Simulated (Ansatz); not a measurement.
Potential energy curve for SO, triplet. Each curve is given relative to its own lowest point near equilibrium.

```json
[
 {"R / Å": "1.19", "A": "103.3", "B": "91.0", "C": "103.7"},
 {"R / Å": "1.24", "A": "62.5", "B": "52.4", "C": "62.9"},
 {"R / Å": "1.32", "A": "22.9", "B": "16.3", "C": "23.2"},
 {"R / Å": "1.40", "A": "4.7", "B": "1.8", "C": "4.8"},
 {"R / Å": "1.44", "A": "1.0", "B": "0.0", "C": "1.1"},
 {"R / Å": "1.48", "A": "0.0", "B": "0.9", "C": "0.0"},
 {"R / Å": "1.51", "A": "0.6", "B": "3.1", "C": "0.6"},
 {"R / Å": "1.56", "A": "3.8", "B": "8.7", "C": "3.6"},
 {"R / Å": "1.63", "A": "11.5", "B": "18.0", "C": "11.4"},
 {"R / Å": "1.72", "A": "24.4", "B": "29.3", "C": "24.6"},
 {"R / Å": "1.84", "A": "43.8", "B": "44.3", "C": "44.3"},
 {"R / Å": "2.00", "A": "68.9", "B": "58.6", "C": "70.2"},
 {"R / Å": "2.21", "A": "100.8", "B": "64.8", "C": "97.3"},
 {"R / Å": "2.46", "A": "—", "B": "66.1", "C": "114.1"},
 {"R / Å": "2.71", "A": "—", "B": "66.0", "C": "120.0"},
 {"R / Å": "3.01", "A": "—", "B": "65.9", "C": "122.2"},
 {"R / Å": "3.26", "A": "—", "B": "65.8", "C": "122.8"},
 {"R / Å": "3.64", "A": "—", "B": "65.7", "C": "123.1"},
 {"R / Å": "3.96", "A": "—", "B": "65.6", "C": "123.2"},
 {"R / Å": "4.46", "A": "—", "B": "65.7", "C": "123.3"},
 {"R / Å": "5.22", "A": "—", "B": "65.7", "C": "123.4"},
 {"R / Å": "5.98", "A": "—", "B": "65.8", "C": "123.5"}
]
```

Energies in kcal/mol.

**Question.** Match the curves with the methods CCSD on ROHF/cc-pVQZ, frozen core in Ansatz (an electronic-structure program); CCSD on UHF/cc-pVQZ, frozen core in Ansatz; UHF/cc-pVQZ run with Ansatz.

**Answer.** A is ROCCSD; B is UHF; C is UCCSD.

A dash means that the run gave no value there, or that the column was ended at a point which the program doubted or which failed a test of continuity chosen for this set; such a test can also cut sound points.

The T1 diagnostic of CCSD on the restricted reference of ROCCSD exceeds 0.045 at 1.63 to 2.46 Å. The unrestricted determinant behind UCCSD, UHF is spin-contaminated at 1.84 to 5.98 Å (<S²> up to 3.0, against 2.00 for a pure triplet).
